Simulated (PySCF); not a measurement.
Run record: geometry optimisation, `C=C1CC[C@@H]1O`.

Method: PBE0-D3(BJ)/def2-SVP geometry optimisation, gas phase (PySCF 2.14.0). Start geometry: GFN2-xTB. A driver script takes a list of jobs; this job's settings line and coordinates (Å) are shown.

Input:
```
{"job": {"xc": "PBE0", "basis": "def2-SVP", "d3": "d3bj", "grid": 1, "kind": "geom"}, "charge": 0, "multiplicity": 1}
C      1.785483     0.757638     0.307237
C      0.550183     0.407214     0.017254
C     -0.785943     1.093660     0.102581
C     -1.463679    -0.262624    -0.167339
C     -0.083369    -0.892354    -0.438021
O      0.173712    -2.044936     0.322456
H      2.022631     1.748569     0.657313
H      2.613853     0.074561     0.207262
H     -1.007678     1.554880     1.063516
H     -0.942499     1.831569    -0.683490
H     -1.922766    -0.699527     0.715108
H     -2.164352    -0.293443    -0.997207
H      0.098215    -1.092725    -1.506340
H      1.125530    -2.182956     0.362569
```

Output:
```
step   0  E = -270.00552163  max force = 0.011083
step   1  E = -270.00733566  max force = 0.001662
step   2  E = -270.00742424  max force = 0.001482
step   3  E = -270.00761543  max force = 0.003569
step   4  E = -270.00791605  max force = 0.006500
step   5  E = -270.00816715  max force = 0.006261
step   6  E = -270.00836205  max force = 0.003046
step   7  E = -270.00842755  max force = 0.000717
step   8  E = -270.00843241  max force = 0.000391
optimisation converged
```

Energies in Eh; «max force» is the largest Cartesian gradient component in Eh/bohr.

How much energy does the optimisation release, in kJ/mol?

E(step 0) − E(last step) = 0.002911 Eh, which is 7.6 kJ/mol.

Summary of the converged run: final energy -270.00843 Eh after 8 steps; dipole 1.22 D.

Where do the atoms end?

0.336 Å rms from the input after alignment:
```
atom  x, y, z in Å
C1     1.7102    0.8848    0.6657
C2     0.5231    0.6036    0.1400
C3    -0.8234    1.2887    0.1133
C4    -1.4528   -0.1253    0.1143
C5    -0.1017   -0.6872   -0.3594
O6     0.2755   -1.9099    0.1838
H7     1.9306    1.8620    1.1046
H8     2.5036    0.1314    0.6903
H9    -1.0632    1.9646    0.9472
H10   -1.0041    1.8231   -0.8343
H11   -1.6422   -0.4745    1.1398
H12   -2.3376   -0.3123   -0.5107
H13   -0.0788   -0.7063   -1.4699
H14    1.1009   -2.1855   -0.2269
```

Estimate the wall time. Hardware: an Arm Neoverse V1 with one thread, no GPU (shared host).

About 51 s.
Labels such as C1 count atoms from 1, the log's own numbers from 0.
